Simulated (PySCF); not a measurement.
# C4H4ClN (SMILES Clc1ccc[nH]1): levels of theory compared

Aim: a comparison of 3 runs (HF/3-21G, B3LYP/6-31G*, r2SCAN/6-31+G*) of C4H4ClN. The job is set up through a Python script.

Program for the calculation: PySCF 2.14.0.

**1. The system as given**

The species is C4H4ClN (10 atoms), meant as a singlet with charge 0. As SMILES, `Clc1ccc[nH]1`. The coordinates come from a PBE0-D4/def2-TZVP relaxation.

Bond lengths: Cl1–C2 1.703 Å, C2–C3 1.368 Å, C3–C4 1.418 Å, C4–C5 1.370 Å, C2–N6 1.360 Å, C5–N6 1.366 Å, C3–H7 1.077 Å, C4–H8 1.078 Å, C5–H9 1.078 Å, N6–H10 1.004 Å. Some angles: Cl1–C2–C3 130.6°, Cl1–C2–N6 120.5°, C3–C2–N6 109.0°, C2–C3–C4 106.3°, C3–C4–C5 107.8°, C4–C5–N6 107.8°, C2–N6–C5 109.1°, C2–C3–H7 125.8°, C4–C3–H7 127.9°, C3–C4–H8 126.4°.

**2. Energy and gradient at HF/3-21G (run 1)**

run.py

```python
# Clc1ccc[nH]1
from pyscf import gto

molecule = gto.M(
    atom=[
    ('Cl', (1.691900, 0.278600, -2.210100)),
    ('C', (0.681400, 0.028700, -0.861800)),
    ('C', (0.382500, -1.115500, -0.173700)),
    ('C', (-0.512600, -0.737400, 0.858700)),
    ('C', (-0.721800, 0.612400, 0.758400)),
    ('N', (0.013900, 1.070700, -0.297700)),
    ('H', (0.764300, -2.099200, -0.391500)),
    ('H', (-0.953900, -1.390300, 1.594700)),
    ('H', (-1.328500, 1.281300, 1.346300)),
    ('H', (0.066100, 2.019700, -0.620400)),
],
    max_memory=1860,
    basis='3-21g',
    verbose=3,
    charge=0,
)

calc0 = molecule.RHF()
calc0.conv_tol = 1e-10
calc0.kernel()
if not calc0.converged:
    calc0 = calc0.newton().run(calc0.mo_coeff, calc0.mo_occ)

e_tot = calc0.e_tot
print('E(%s) = %.9f' % ('HF', e_tot))
grad = calc0.nuc_grad_method().kernel()
calc0.analyze()
```

On the command line:

```bash
$ OMP_NUM_THREADS=1 python run.py
```

The program printed:

```text
converged SCF energy = -664.351775557482
[... 20 lines left out ...]
MO #11  energy= -1.3305344121733   occ= 2
[... 10 lines left out ...]
MO #22  energy= -0.548334673790095 occ= 2
[... 10 lines left out ...]
MO #33  energy= 0.355232678750678  occ= 0
[... 10 lines left out ...]
MO #44  energy= 0.974968740398515  occ= 0
[... 10 lines left out ...]
MO #55  energy= 1.39916281736156   occ= 0
[... 10 lines left out ...]
MO #66  energy= 3.0162616611814    occ= 0
[... 11 lines left out ...]
Dipole moment(X, Y, Z, Debye): -1.11331,  1.55621,  0.99017
```

Run time: 2.8 s. Hardware: 1 thread of Intel Xeon Platinum 8375C at 2.90GHz (Ice Lake), shared host; peak memory 0.14 GiB.

**3. Energy and forces at B3LYP/6-31G(d) (spherical functions) (run 2)**

job.py

```python
# Clc1ccc[nH]1
from pyscf import gto, dft

mol = gto.M(
    atom='''
Cl       1.691900       0.278600      -2.210100
C        0.681400       0.028700      -0.861800
C        0.382500      -1.115500      -0.173700
C       -0.512600      -0.737400       0.858700
C       -0.721800       0.612400       0.758400
N        0.013900       1.070700      -0.297700
H        0.764300      -2.099200      -0.391500
H       -0.953900      -1.390300       1.594700
H       -1.328500       1.281300       1.346300
H        0.066100       2.019700      -0.620400
''',
    charge=0,
    verbose=4,
    max_memory=1860,
    basis='6-31g*',
)

ks = dft.RKS(mol)
ks.xc = 'b3lyp'
ks.grids.level = 5
ks.conv_tol = 1e-10
ks.kernel()
if not ks.converged:
    ks = ks.newton().run(ks.mo_coeff, ks.mo_occ)

energy = ks.e_tot
print('Final energy', energy)
grad = ks.nuc_grad_method().kernel()
dip = ks.dip_moment()
pop, q = ks.mulliken_pop()
```

On the command line:

```bash
$ OMP_NUM_THREADS=1 python job.py
```

The program printed:

```text
PySCF version 2.14.0

[... 80 lines left out ...]
converged SCF energy = -669.750591084232
Final energy -669.7505910842323
[... 12 lines left out ...]
Dipole moment(X, Y, Z, Debye): -0.86170,  1.54940,  0.67320
[... 107 lines left out ...]
charge of    9H =      0.34001
```

Run time: 38 s. Hardware: 1 thread of Intel Xeon Platinum 8375C at 2.90GHz (Ice Lake), shared host; peak memory 0.95 GiB.

**4. Energy and gradient at r2SCAN/6-31+G(d) (spherical functions) (run 3)**

calc.py

```python
# Clc1ccc[nH]1
from pyscf import gto, dft

mol = gto.Mole()
mol.atom = '''
Cl     3.197228     0.526478    -4.176484
C      1.287659     0.054235    -1.628566
C      0.722820    -2.107989    -0.328245
C     -0.968674    -1.393484     1.622708
C     -1.364004     1.157268     1.433168
N      0.026267     2.023330    -0.562571
H      1.444318    -3.966913    -0.739828
H     -1.802610    -2.627286     3.013546
H     -2.510501     2.421306     2.544138
H      0.124911     3.816680    -1.172386
'''
mol.charge = 0
mol.basis = '6-31+g*'
mol.verbose = 3
mol.spin = 0
mol.max_memory = 1860
mol.unit = 'bohr'
mol.build()

ks = dft.RKS(mol)
ks.xc = 'r2scan'
ks.conv_tol = 1e-10
ks.grids.level = 5
ks.kernel()
if not ks.converged:
    ks = ks.newton().run(ks.mo_coeff, ks.mo_occ)

e_final = ks.e_tot
print('E(%s) = %.9f' % ('R2SCAN', e_final))
grad = ks.nuc_grad_method().kernel()
ks.analyze()
```

On the command line:

```bash
$ OMP_NUM_THREADS=1 python calc.py
```

The program printed:

```text
converged SCF energy = -669.597071440287
[... 24 lines left out ...]
MO #15  energy= -0.574834588909981 occ= 2
[... 20 lines left out ...]
MO #36  energy= 0.0846214101051554 occ= 0
[... 20 lines left out ...]
MO #57  energy= 0.285910825232367  occ= 0
[... 20 lines left out ...]
MO #78  energy= 0.884373133217223  occ= 0
[... 20 lines left out ...]
MO #99  energy= 1.58190280689321   occ= 0
[... 20 lines left out ...]
MO #120 energy= 3.07968701869199   occ= 0
[... 11 lines left out ...]
Dipole moment(X, Y, Z, Debye): -0.81717,  1.55283,  0.61584
```

It took 76 s on 1 thread of Intel Xeon Platinum 8375C at 2.90GHz (Ice Lake), shared host; peak memory 1.2 GiB.

**5. Overview of the runs**

| run | level | integration grid | energy (Eh) | dipole moment (D) | HOMO energy (eV) | LUMO energy (eV) | wall time |
| --- | --- | --- | --- | --- | --- | --- | --- |
| 1 | HF/3-21G | – | -664.351776 | 2.15 | -8.32 | 5.17 | 2.8 s |
| 2 | B3LYP/6-31G* (spherical functions) | 5 | -669.750591 | 1.90 | -5.63 | 1.05 | 38 s |
| 3 | r2SCAN/6-31+G* (spherical functions) | 5 | -669.597071 | 1.86 | -5.28 | 0.03 | 76 s |

**6. Summary of results**

```
                       quantity          value
            run 3: total energy  -669.59707 Eh
           run 3: dipole moment         1.86 D
             run 3: HOMO energy       -5.28 eV
             run 3: LUMO energy        0.03 eV
           run 3: HOMO–LUMO gap        5.31 eV
run 3: largest force on an atom     0.570 eV/Å
```

**Reading.** The dipole moment (its size) runs from 1.86 D (r2SCAN/6-31+G*) to 2.15 D (HF/3-21G). The two ends differ in method and basis. The HOMO–LUMO gap runs from 5.31 eV (r2SCAN/6-31+G*) to 13.48 eV (HF/3-21G). Totals of different functionals can't be ranked against each other. All runs together took 2 min, the longest 76 s.
